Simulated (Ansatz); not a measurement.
in.yaml

```yaml
crystal:
  periodic: [false, false, false]
  atoms:
    - {symbol: N, position_ang: [0.000000, 0.093904, 1.661900]}
    - {symbol: Ga, position_ang: [0.000000, -0.039184, -0.318801]}
    - {symbol: H, position_ang: [0.000000, 1.405604, -1.041722]}
basis:
  gaussian: {orbitals: def2-SVPD}
magnetization: {spin_polarized: false, initial_magnetization: 3}
correlation: {method: ccsd_t, electrons: outside_noble_gas, diis_vectors: 4}
scf: {lower_state_search: off}
output: {forces: true}
```

```sh
$ ansatz run in.yaml --threads 1 --pin off --events-out ev --progress --plain --max-ram 2393MiB
```

Log:

```
these checks for a lower state are left out or cut short: starts, cluster_reference, orbital_swaps, neighbouring_geometries, increment
636 factors; integrals over basis functions are off by at most 1.3e-3 eV
mean field evaluation 1: about -53819.7354 eV, gradient 9.7e0 eV
mean field evaluation 2: about -53819.7410 eV, gradient 9.8e0 eV
mean field evaluation 4: about -53820.7121 eV, gradient 2.5e0 eV
mean field evaluation 8: about -53820.7667 eV, gradient 3.9e-1 eV
mean field evaluation 16: about -53820.7758 eV, gradient 1.1e-6 eV
mean field -53820.77582110 eV, -1977.8770303932 hartree, gradient 1.1e-6 eV, S^2 3.750000; 0 other end points of the search recorded, 0 dependent functions left out
15 core orbitals not correlated: weight in the atoms' cores, before any rotation towards them, 0.974 or more for the frozen orbitals, at most 0.034 for the correlated occupied ones
reference -53820.77582110 eV, -1977.8770303932 hartree; 6, 3 occupied and 45, 48 virtual orbitals, 636 factors
second order -4.16364866 eV of doubles, -0.13475028 eV of singles
cycle   1  -4.85432351 eV  change   -5.5e-1 eV  update   7.0e-2
cycle   2  -5.07728763 eV  change   -2.2e-1 eV  update   3.0e-2
cycle   3  -5.13100095 eV  change   -5.4e-2 eV  update   1.8e-2
cycle   4  -5.13223877 eV  change   -1.2e-3 eV  update   8.9e-3
cycle   5  -5.13356695 eV  change   -1.3e-3 eV  update   4.6e-3
cycle   6  -5.13501470 eV  change   -1.4e-3 eV  update   3.1e-3
cycle   7  -5.13616939 eV  change   -1.2e-3 eV  update   2.3e-3
cycle   8  -5.13691715 eV  change   -7.5e-4 eV  update   1.5e-3
cycle   9  -5.13732924 eV  change   -4.1e-4 eV  update   8.8e-4
cycle  10  -5.13743691 eV  change   -1.1e-4 eV  update   5.7e-4
cycle  11  -5.13732705 eV  change    1.1e-4 eV  update   3.5e-4
cycle  12  -5.13736963 eV  change   -4.3e-5 eV  update   1.6e-4
cycle  13  -5.13739625 eV  change   -2.7e-5 eV  update   8.7e-5
cycle  14  -5.13745164 eV  change   -5.5e-5 eV  update   5.0e-5
cycle  15  -5.13746080 eV  change   -9.2e-6 eV  update   2.2e-5
cycle  16  -5.13746444 eV  change   -3.6e-6 eV  update   1.4e-5
cycle  17  -5.13746285 eV  change    1.6e-6 eV  update   1.0e-5
cycle  18  -5.13746040 eV  change    2.5e-6 eV  update   7.1e-6
cycle  19  -5.13746083 eV  change   -4.4e-7 eV  update   4.6e-6
cycle  20  -5.13746114 eV  change   -3.1e-7 eV  update   3.1e-6
cycle  21  -5.13746266 eV  change   -1.5e-6 eV  update   1.9e-6
cycle  22  -5.13746343 eV  change   -7.7e-7 eV  update   9.9e-7
cycle  23  -5.13746393 eV  change   -5.0e-7 eV  update   5.6e-7
perturbative correction -0.14870748 eV, -0.0054648992 hartree
the calculation of the forces begins
Total energy: -53826.06199251 eV, -1978.0712936094 hartree
Atom 0 at     0.000000     0.093904     1.661900 Å, force    -0.000000     0.027472     0.446908 eV/Å
Atom 1 at     0.000000    -0.039184    -0.318801 Å, force     0.000000    -0.122601    -0.395804 eV/Å
Atom 2 at     0.000000     1.405604    -1.041722 Å, force     0.000000     0.095129    -0.051104 eV/Å
Dipole moment:    -0.000000    -0.117118    -0.283033 e Å
Checks for a lower state left out: starts, cluster_reference, orbital_swaps, neighbouring_geometries, increment
```

Forces (eV/Å):
```
N    0.000  0.027  0.447
Ga   0.000 -0.123 -0.396
H    0.000  0.095 -0.051
```

Ran on 1 thread of Arm Neoverse V2, shared host: 7 s wall, 0.24 GiB peak host memory.
